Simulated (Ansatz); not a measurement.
Corundum Cr2O3, treated with PBEsol in Ansatz (plane waves, PAW).

Run with plane-wave cutoff 500 eV, 10×10×10 k mesh, Fermi–Dirac smearing 0.05 eV, spin-polarised with opposed moments, scalar-relativistic PAW data made under PBE.

Cell (relaxed at this level):

```cif
data_Cr4O6
_chemical_formula_sum 'Cr4 O6'
_space_group_name_H-M_alt 'P 1'
_space_group_IT_number 1
_cell_length_a 5.36230
_cell_length_b 5.36230
_cell_length_c 5.36230
_cell_angle_alpha 53.686
_cell_angle_beta 53.686
_cell_angle_gamma 53.686
loop_
_space_group_symop_operation_xyz
  'x, y, z'
loop_
_atom_site_label
_atom_site_type_symbol
_atom_site_fract_x
_atom_site_fract_y
_atom_site_fract_z
_atom_site_occupancy
Cr1 Cr 0.84370 0.84370 0.84370 1
Cr2 Cr 0.34370 0.34370 0.34370 1
Cr3 Cr 0.15630 0.15630 0.15630 1
Cr4 Cr 0.65630 0.65630 0.65630 1
O1 O 0.43462 0.06538 0.75000 1
O2 O 0.06538 0.75000 0.43462 1
O3 O 0.56538 0.93462 0.25000 1
O4 O 0.25000 0.56538 0.93462 1
O5 O 0.93462 0.25000 0.56538 1
O6 O 0.75000 0.43462 0.06538 1
```

Predict the magnetic moment (largest site, within a sphere) and band gap.


magnetic moment (largest site, within a sphere): 2.11 μB
band gap: 1.40 eV (on the SCF k mesh)

Measured, for comparison: band gap 3.3 ± 0.1 eV (temperature not stated, not corrected to a static lattice, middle of the range; as tabulated in Medasani et al. (2019), arXiv:1904.04625). Computed (rounded) less measured: band gap -1.90 eV.

Moments are spin moments.

It cost about 18 core-minutes (a rough figure) of CPU time.

Ansatz is a first-principles code.
